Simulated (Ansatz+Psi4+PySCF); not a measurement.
Two shapes of doublet C2H3.

Shape 1:

```xyz
5

C     0.0406   -0.5779    0.0035
C     0.0526    0.7126   -0.0095
H    -0.8862   -1.1491   -0.0018
H     0.9642   -1.1573    0.0082
H    -0.6817    1.4955    0.0049
```

Shape 2:

```xyz
5

C     0.0474   -0.6054    0.0070
C     0.0520    0.7271    0.0252
H    -0.8569   -1.1462    0.0217
H     0.9601   -1.1334    0.0191
H    -0.6899    1.5118   -0.0267
```

Basis set: cc-pVTZ (spherical functions). Frozen core: 2 orbitals. Correlation on ROHF uses semicanonical orbitals with singles. Charge 0, multiplicity 2.

Computed with Ansatz (development build ahead of 0.2.0) and Psi4 1.11; each method stands on the lowest determinant of its kind that the runs found.

Q: Which shape is lower in energy, and by how much in each method?

A:

```tsv
method	E(2) − E(1) (eV)
ROHF	0.055
UHF	0.006
ROHF-MP2	0.036
UHF-MP2	0.125
```

Shape 1 is lower. Caution for UHF, UHF-MP2: the unrestricted determinant is spin contaminated.
